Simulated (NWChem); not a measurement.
Everything below was run with NWChem. System: H2Si, charge 0, spin multiplicity 1, at a geometry optimised with PBE0/def2-SVP. The structure started from a generated list of species. Level: MP2/def2-QZVP, 5 core orbitals frozen.

The NWChem input:

```
start mol
memory heap 200 mb stack 900 mb global 1100 mb
geometry units angstroms nocenter noautoz
  Si     0.000000     0.000000     0.134141
  H      1.096144     0.000000    -0.938989
  H     -1.096144     0.000000    -0.938989
  symmetry group C2v
end
basis spherical
  * library def2-qzvp
end
scf
  rhf
  nopen 0
  maxiter 100
  thresh 1e-7
  semidirect memsize 60000000 filesize 0
end
mp2
  freeze core 5
end
task mp2 energy
```

Part of the output:

```
             Northwest Computational Chemistry Package (NWChem) 7.3.0
             --------------------------------------------------------

                                NWChem Input Module
                                -------------------

 Scaling coordinates for geometry "geometry" by  1.889725989
 (inverse scale =  0.529177249)

 Turning off AUTOSYM since
 SYMMETRY directive was detected!

                             Geometry "geometry" -> ""
                             -------------------------

 Output coordinates in angstroms (scale by  1.889725989 to convert to a.u.)

  No.       Tag          Charge          X              Y              Z
 ---- ---------------- ---------- -------------- -------------- --------------
    1 Si                  14.0000     0.00000000     0.00000000     0.13414100
    2 H                    1.0000     1.09614400     0.00000000    -0.93898900
    3 H                    1.0000    -1.09614400     0.00000000    -0.93898900

 Effective nuclear repulsion energy (a.u.)       9.9004519279

            Nuclear Dipole moment (a.u.)
            ----------------------------
        X                 Y               Z
 ---------------- ---------------- ----------------
     0.0000000000     0.0000000000    -0.0000075589

      Symmetry information
      --------------------

 Group name             C2v
 Group number             16
 Group order               4
 No. of unique centers     2

      Symmetry unique atoms

     1    2


 Summary of "ao basis" -> "" (spherical)
 ------------------------------------------------------------------------------
       Tag                 Description            Shells   Functions and Types
 ---------------- ------------------------------  ------  ---------------------
 *                         def2-qzvp                  on all atoms

 Summary of "ao basis" -> "ao basis" (spherical)
 ------------------------------------------------------------------------------
       Tag                 Description            Shells   Functions and Types
 ---------------- ------------------------------  ------  ---------------------
 Si                        def2-qzvp                22       70   9s6p4d2f1g
 H                         def2-qzvp                10       30   4s3p2d1f

                                 NWChem SCF Module
                                 -----------------

  ao basis        = "ao basis"
  functions       =   130
  atoms           =     3
  closed shells   =     8
  open shells     =     0
  charge          =   0.00
  wavefunction    = RHF
  use symmetry    = T
  symmetry adapt  = T

 Summary of "ao basis" -> "ao basis" (spherical)
 ------------------------------------------------------------------------------
       Tag                 Description            Shells   Functions and Types
 ---------------- ------------------------------  ------  ---------------------
 Si                        def2-qzvp                22       70   9s6p4d2f1g
 H                         def2-qzvp                10       30   4s3p2d1f

      Symmetry analysis of basis
      --------------------------

        a1         50
        a2         18
        b1         36
        b2         26

 Forming initial guess at       0.2s

      Superposition of Atomic Density Guess
      -------------------------------------

 Sum of atomic energies:        -289.84314437

      Non-variational initial energy
      ------------------------------

 Total energy =    -289.790484
 1-e energy   =    -421.036425
 2-e energy   =     121.345489
 HOMO         =      -0.235311
 LUMO         =      -0.095328

      Symmetry analysis of molecular orbitals - initial
      -------------------------------------------------

  Numbering of irreducible representations:

     1 a1          2 a2          3 b1          4 b2

  Orbital symmetries:

     1 a1          2 a1          3 b1          4 a1          5 b2
     6 a1          7 b1          8 a1          9 b2         10 b1
    11 a1         12 a1         13 b1         14 b2         15 a1
    16 a1         17 a2         18 b2

 Starting SCF solution at       3.5s

 ----------------------------------------------
         Quadratically convergent ROHF

 Convergence threshold     :          1.000E-07
 Maximum no. of iterations :          100
 Final Fock-matrix accuracy:          1.000E-09
 ----------------------------------------------

              iter       energy          gnorm     gmax       time
             ----- ------------------- --------- --------- --------
                 1     -290.0229814490  2.87D-01  1.07D-01      3.6
                 2     -290.0335924904  8.00D-02  2.49D-02      3.8
                 3     -290.0345941472  4.26D-03  1.31D-03      4.4
                 4     -290.0345976429  5.65D-06  1.35D-06      5.3
                 5     -290.0345976429  8.87D-09  2.56D-09      6.0

       Final RHF  results
       ------------------

         Total SCF energy =   -290.034597642854
      One-electron energy =   -421.545370355514
      Two-electron energy =    121.610320784791
 Nuclear repulsion energy =      9.900451927868

        Time for solution =      2.6s

       Symmetry analysis of molecular orbitals - final
       -----------------------------------------------

  Numbering of irreducible representations:

     1 a1          2 a2          3 b1          4 b2

  Orbital symmetries:

     1 a1          2 a1          3 b2          4 b1          5 a1
     6 a1          7 b1          8 a1          9 b2         10 b1
    11 a1         12 a1         13 b1         14 b2         15 a1
    16 a1         17 a2         18 b2

             Final eigenvalues
             -----------------

              1
    1  -68.8025
    2   -6.1470
    3   -4.2500
    4   -4.2485
    5   -4.2479
    6   -0.6711
    7   -0.4549
    8   -0.3403
    9    0.0013
   10    0.1091
   11    0.1290
   12    0.1679
   13    0.1923
   14    0.2046
   15    0.2238
   16    0.2545
   17    0.2574
   18    0.2597

                       ROHF Final Molecular Orbital Analysis
                       -------------------------------------

 Vector    6  Occ=2.000000D+00  E=-6.711443D-01  Symmetry=a1
              MO Center=  3.2D-16,  9.4D-17, -4.2D-01, r^2= 1.6D+00
   Bfn.  Coefficient  Atom+Function         Bfn.  Coefficient  Atom+Function
  ----- ------------  ---------------      ----- ------------  ---------------
     8      0.444789  1 Si s                  7      0.235840  1 Si s
     6     -0.213240  1 Si s                  5     -0.175187  1 Si s

 Vector    7  Occ=2.000000D+00  E=-4.549376D-01  Symmetry=b1
              MO Center=  5.2D-16,  4.0D-31, -6.2D-01, r^2= 2.0D+00
   Bfn.  Coefficient  Atom+Function         Bfn.  Coefficient  Atom+Function
  ----- ------------  ---------------      ----- ------------  ---------------
    22      0.231852  1 Si px                19      0.223898  1 Si px
    73      0.209742  2 H  s                103     -0.209742  3 H  s

 Vector    8  Occ=2.000000D+00  E=-3.402984D-01  Symmetry=a1
              MO Center= -9.5D-16, -6.6D-16,  3.9D-01, r^2= 2.3D+00
   Bfn.  Coefficient  Atom+Function         Bfn.  Coefficient  Atom+Function
  ----- ------------  ---------------      ----- ------------  ---------------
     8      0.347937  1 Si s                 24      0.330548  1 Si pz
     9      0.295431  1 Si s                 21      0.254751  1 Si pz
    12     -0.162559  1 Si pz                 7      0.157371  1 Si s

 Vector    9  Occ=0.000000D+00  E= 1.317579D-03  Symmetry=b2
              MO Center=  1.1D-16,  3.7D-16,  1.0D-01, r^2= 4.1D+00
   Bfn.  Coefficient  Atom+Function         Bfn.  Coefficient  Atom+Function
  ----- ------------  ---------------      ----- ------------  ---------------
    26      0.629191  1 Si py                20      0.261493  1 Si py
    23      0.247254  1 Si py                11     -0.152783  1 Si py

 Vector   10  Occ=0.000000D+00  E= 1.090720D-01  Symmetry=b1
              MO Center=  3.6D-13,  8.0D-16,  7.9D-01, r^2= 7.2D+00
   Bfn.  Coefficient  Atom+Function         Bfn.  Coefficient  Atom+Function
  ----- ------------  ---------------      ----- ------------  ---------------
    25      1.916728  1 Si px                74     -1.410054  2 H  s
   104      1.410054  3 H  s                 22     -0.335013  1 Si px
    41     -0.278114  1 Si d  1              73      0.245191  2 H  s
   103     -0.245191  3 H  s

 Vector   11  Occ=0.000000D+00  E= 1.290197D-01  Symmetry=a1
              MO Center= -1.1D-13,  3.1D-18,  9.1D-01, r^2= 8.2D+00
   Bfn.  Coefficient  Atom+Function         Bfn.  Coefficient  Atom+Function
  ----- ------------  ---------------      ----- ------------  ---------------
     9      2.550977  1 Si s                 74     -2.296316  2 H  s
   104     -2.296316  3 H  s                 27     -2.138953  1 Si pz
    73      0.810121  2 H  s                103      0.810121  3 H  s
    24      0.578794  1 Si pz                 8     -0.539048  1 Si s
     7      0.367063  1 Si s                 42     -0.228369  1 Si d  2

 center of mass
 --------------
 x =   0.00000000 y =   0.00000000 z =   0.11720335

 moments of inertia (a.u.)
 ------------------
           7.732210999685           0.000000000000           0.000000000000
           0.000000000000          16.380854911790           0.000000000000
           0.000000000000           0.000000000000           8.648643912105

  Mulliken analysis of the total density
  --------------------------------------

    Atom       Charge   Shell Charges
 -----------   ------   -------------------------------------------------------
    1 Si  14    13.78   1.69  0.01  0.25  0.37  1.07  0.56  0.41  0.98  0.37  5.48 -0.01  0.55  0.69  0.97  0.22  0.00  0.03  0.07  0.05  0.01  0.01  0.00
    2 H    1     1.11   0.11  0.33  0.51  0.14  0.00  0.00  0.01  0.00  0.00  0.00
    3 H    1     1.11   0.11  0.33  0.51  0.14  0.00  0.00  0.01  0.00  0.00  0.00

       Multipole analysis of the density wrt the origin
       ------------------------------------------------

     L   x y z        total         open         nuclear
     -   - - -        -----         ----         -------
     0   0 0 0     -0.000000      0.000000     16.000000

     1   1 0 0      0.000000      0.000000      0.000000
     1   0 1 0      0.000000      0.000000      0.000000
     1   0 0 1     -0.074698      0.000000     -0.000008

     2   2 0 0    -12.205106      0.000000      8.581494
     2   1 1 0     -0.000000      0.000000      0.000000
     2   1 0 1      0.000000      0.000000      0.000000
     2   0 2 0     -9.181289      0.000000      0.000000
     2   0 1 1      0.000000      0.000000      0.000000
     2   0 0 2    -13.934055      0.000000      7.196816

                   NWChem MP2 Semi-direct Energy/Gradient Module
                   ---------------------------------------------

  Basis functions       =    130
  Molecular orbitals    =    130
  Frozen core           =      5
  Frozen virtuals       =      0
  Active alpha occupied =      3
  Active beta occupied  =      3
  Active alpha virtual  =    122
  Active beta virtual   =    122
  Use MO symmetry       = T
  Use skeleton AO sym   = T

  AO/Fock/Back tols     =   1.0D-09  1.0D-09  1.0D-09

 GA uses MA = F    GA memory limited = T

 Available:
  local mem=  1.26D+08
 global mem=  1.44D+08
 local disk=  0.00D+00
  mp2_memr nvloc                   122
  nvloc new                   122
   1 passes of   3:        7340032                      64714                  10625024.
   1 passes of   3: M    126150055           G      144145400           F     118810023.

 Semi-direct pass number   1 of   1  for RHF alpha+beta  at        6.2s
  vrange nnbf                  8515
  mp2_eaftype                    40  avail_ma_in_mb                  1099
 EAF : mp2_eaftype filesize          40    5312512.
  mp2_eaf for mointskh                     40
Node 0 wrote     24.9 Mb in      0.0 s     Agg I/O rate:  2194.1 Mb/s
 Done moints_semi at       14.8s
  mp2_eaftype                    40  avail_ma_in_mb                  1059
 EAF : mp2_eaftype filesize          40    5312512.
  mp2_eaf for kh                    40
 Done maket at       15.0s
 Done multipass loop at       15.0s

          -------------------------------------------
          SCF energy                -290.034597642854
          Correlation energy          -0.117249732841
          Singlet pairs               -0.099408496424
          Triplet pairs               -0.017841236417
          Total MP2 energy          -290.151847375695
          -------------------------------------------

          ---------------------------------------------------
                    Spin Component Scaled (SCS) MP2
          Same spin pairs                     -0.011894157611
          Same spin scaling factor             0.333333333333
          Opposite spin pairs                 -0.105355575230
          Opposite spin scaling fact.          1.200000000000
          SCS-MP2 correlation energy          -0.130391409479
          Total SCS-MP2 energy              -290.164989052333
          ---------------------------------------------------

 -----------------------
 Performance information
 -----------------------

 Timer overhead =  2.48D-07 seconds/call

               Nr. of calls         CPU time (s)                 Wall time (s)                GFlops
             ---------------    -------------------     ------------------------------   -------------------
Name         Min   Avg   Max    Min     Avg     Max     Min     Avg     Max   Mx/calls   Min     Max     Sum
mp2: moin     1     1     1    8.7     8.7     8.7      8.7     8.7     8.7     8.7      0.0     0.0     0.0
mp2: make     1     1     1   0.11    0.11    0.11     0.11    0.11    0.11    0.11      0.0     0.0     0.0
mp2: tota     1     1     1    8.9     8.9     8.9      8.9     8.9     8.9     8.9      0.0     0.0     0.0

 The average no. of pstat calls per process was 3.00D+00
 with a timing overhead of 7.44D-07s

 Task  times  cpu:       14.9s     wall:       14.9s

 Total times  cpu:       15.0s     wall:       15.0s
```
